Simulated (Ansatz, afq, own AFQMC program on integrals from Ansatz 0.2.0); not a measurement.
**Where AFQMC and coupled cluster stand for Al₂, triplet**

```xyz
2

Al    0.0000    0.0000    0.0000
Al    0.0000    0.0000    2.4788
```

Basis cc-pVDZ. Only valence electrons are correlated. Ansatz 0.2.0 and our own AFQMC program on the same integrals; the CISD trial comes from CCSD amplitudes, and released means the phaseless constraint is let go. ± is one standard error of the sampling.

Determinant: UHF, the one that the program's search chose, which needn't be the lowest solution. The geometry is a point of a scan.

Full CI on the same integrals is exact in this basis and with this determinant's frozen core.

Cautions: lower spins were not checked; an unrestricted solution with more broken spin lies lower (156 meV, ⟨S²⟩ 2.09); (T) is large, 6 % of the CCSD correlation; the released energies are still falling, so no released level is given (meV from the phaseless value at times in 1/Eh: -7 ± 3 at 0.24, -13 ± 3 at 0.51, -20.0 ± 2.5 at 0.99, -31 ± 3 at 1.62, -35.5 ± 2.3 at 2.40).

The T1 diagnostic is 0.0325, the weight of the determinant in the CISD state is 0.848 and the ⟨S²⟩ of the determinant is 2.037. The size of the correlated space is 6 electrons in 26 orbitals.

Reference: full CI, correlation energy -3.431 eV.

| level | E − E(reference) (meV) | share of correlation (%) |
| --- | --- | --- |
| HF | 3430.7 | 0.00 |
| MP2 | 1015.6 | 70.40 |
| CCSD | 270.8 | 92.11 |
| CCSD(T) | 76.0 | 97.78 |
| CCSDT | 19.7 | 99.42 |
| CCSDT(Q) | 3.4 | 99.90 |
| CCSDTQ | 0.8 | 99.98 |
| ph-AFQMC/HF | 192.1 ± 19.0 | 94.40 |
| ph-AFQMC/CISD | 53.0 ± 4.0 | 98.45 |

CCSDT and higher add their correlation energy to the determinant of the CCSD(T) run, since their own runs factorise the integrals more tightly (a shift of under 2 meV). A walk keeps the symmetry of its determinant, which the program's search chose and which needn't be the lowest solution, so a lower state of the same spin and another symmetry isn't excluded.
